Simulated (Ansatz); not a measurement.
System: chalcopyrite CuGaSe2. Method: r²SCAN-D4 (plane waves, PAW; Ansatz, a quantum-chemistry and plane-wave program).

Numerical settings: plane-wave cutoff 560 eV, 8×8×8 k mesh, Fermi–Dirac smearing 0.01 eV, no spin polarisation, scalar-relativistic PAW data made under PBE.

A third-order Birch–Murnaghan fit to the energies gives V0 = 21.529 Å³/atom, B0 = 72.5 GPa, B′ = 4.8.

| V (Å³/atom) | P (GPa) |
|---|---|
| 20.668 | (withheld) |
| 21.098 | 1.54 |
| 21.529 | 0.00 |
| 21.960 | (withheld) |
| 22.390 | -2.59 |

**Question.** Estimate the withheld pressures from this fit; the answers are the runs' own values.

**Answer.** 
- 20.668, P (GPa): 3.26
- 21.960, P (GPa): -1.37

The formula P = (3/2) B0 (x^(7/3) − x^(5/3)) [1 + (3/4)(B′ − 4)(x^(2/3) − 1)] with x = V0/V meets the computed pressures within 0.01 GPa when these rounded values are put in.

Shape and atoms are relaxed at each volume.

Note: the bulk modulus comes from volumes at which shape and atoms were relaxed.

Static lattice: no zero-point or thermal effects.
